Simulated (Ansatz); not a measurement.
We consider rock-salt BaTe, described by PBE in Ansatz (PAW).

Run with plane-wave cutoff 520 eV, 8×8×8 k mesh, Fermi–Dirac smearing 0.01 eV, scalar-relativistic PAW data made under PBE.

Equation-of-state points:

| V (Å³/atom) | E − E_lowest (meV/atom) |
|---|---|
| 41.425 | 15.83 |
| 42.307 | 6.78 |
| 43.188 | 1.64 |
| 44.070 | 0.00 |
| 44.951 | 1.51 |
| 45.832 | 5.86 |
| 46.714 | 12.74 |

**Question.** Fit the third-order Birch–Murnaghan equation and give B0 and B′.

**Answer.** V0 = 44.071 Å³/atom, B0 = 28.6 GPa, B′ = 4.4 (fit to the energies at full precision).

Measured, for comparison: equilibrium volume per atom 43.00 Å³/atom (room temperature, not corrected to a static lattice; as tabulated in Lucero et al. (2012), arXiv:1111.4515). Computed (rounded) less measured: equilibrium volume per atom +2.5 %.

Spin–orbit coupling is not included.

Ansatz is a quantum-chemistry and plane-wave program.
